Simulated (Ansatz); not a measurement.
The input, for Ansatz 0.2.0:

```yaml
crystal:
  periodic: [false, false, false]
  atoms:
    - {symbol: Si, position_ang: [0.000000, -0.040384, 1.308758]}
    - {symbol: Al, position_ang: [0.000000, -0.013244, -1.375539]}
    - {symbol: H, position_ang: [0.000000, 1.479803, 0.354229]}
basis:
  gaussian: {orbitals: 6-31G}
magnetization: {spin_polarized: true, initial_magnetization: 2}
hamiltonian: {xc: {name: wB97M-V}}
output: {orbitals: {seedname: orbitals}}
```

```sh
$ ansatz run in.yaml --threads 1 --pin off --events-out ev --progress --plain --max-ram 2393MiB
```

Output:

```
  # Of w^i u^j: cxij and so on, Table III.
  gx(w, u) = 1 - cx + cx01*u + cx10*w
  gss(w, u) = css00 + css04*u^4 + css10*w + css20*w^2 + css43*w^4*u^3
  gos(w, u) = cos00 + cos10*w + (cos20 + cos21*u)*w^2 + (cos60 + cos61*u)*w^6
      + integral(e_c_pw_mod_opposite_spin*gos(b97_w_opposite, b97_u_opposite)) + vv10(b, c)
310 factors; integrals over basis functions are off by at most 2.0e-4 eV
146 factors; integrals over basis functions are off by at most 4.5e-6 eV
mean field evaluation 1: about -14484.8901 eV, gradient 5.2e0 eV
mean field evaluation 2: about -14485.2060 eV, gradient 3.2e0 eV
mean field evaluation 4: about -14485.3260 eV, gradient 5.6e-1 eV
mean field evaluation 8: about -14485.3462 eV, gradient 8.8e-2 eV
mean field evaluation 16: about -14485.3467 eV, gradient 3.9e-4 eV
mean field -14485.34667601 eV, -532.3266718226 hartree, gradient 2.7e-5 eV, S^2 2.008819; 0 other end points of the search recorded, 0 dependent functions left out
reference -14485.34671013 eV, -532.3266730767 hartree; 15, 13 occupied and 13, 15 virtual orbitals, 310 factors
Total energy: -14485.34671013 eV, -532.3266730767 hartree
```

Ran on 1 thread of Intel Xeon Platinum 8488C, shared host: 3.7 s wall, 0.19 GiB peak host memory.
